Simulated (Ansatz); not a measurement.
Molecule (SMILES): [C]#N (C-N), doublet.
Atoms: C1, N2. Bonds: C1-N2.

Basis-set convergence of the optimised C1-N2 bond length at PBE with Ansatz (an electronic-structure program). All functions are spherical. The program fits the integrals of some runs and decomposes those of others, by size. Open shells are unrestricted. No added dispersion term, no relativity. Reference: the value in pcseg-4, 1.1733 Å. Deviations are taken from unrounded values.

```json
[
 {"basis": "pcseg-0", "functions": "18", "optimised C1-N2 bond length (Å)": "1.1934", "minus reference (Å)": "0.0201"},
 {"basis": "pcseg-1", "functions": "28", "optimised C1-N2 bond length (Å)": "1.1818", "minus reference (Å)": "0.0085"},
 {"basis": "aug-pcseg-1", "functions": "46", "optimised C1-N2 bond length (Å)": "1.1810", "minus reference (Å)": "0.0078"},
 {"basis": "pcseg-2", "functions": "60", "optimised C1-N2 bond length (Å)": "1.1740", "minus reference (Å)": "0.0007"},
 {"basis": "cc-pCVTZ", "functions": "86", "optimised C1-N2 bond length (Å)": "1.1742", "minus reference (Å)": "0.0009"},
 {"basis": "aug-pcseg-2", "functions": "92", "optimised C1-N2 bond length (Å)": "1.1740", "minus reference (Å)": "0.0007"},
 {"basis": "pcseg-3", "functions": "120", "optimised C1-N2 bond length (Å)": "1.1733", "minus reference (Å)": "0.0000"},
 {"basis": "aug-pcseg-3", "functions": "170", "optimised C1-N2 bond length (Å)": "1.1733", "minus reference (Å)": "0.0000"},
 {"basis": "pcseg-4", "functions": "202", "optimised C1-N2 bond length (Å)": "1.1733", "minus reference (Å)": "0.0000"}
]
```

The smallest set listed that lies within 0.003 Å of the reference with all its larger relatives (same family, alike in diffuse functions; a set with none counts only in the reference's own line) is pcseg-2 (60 functions, 0.0007 Å off). Inside, with no larger relative to test it: cc-pCVTZ.
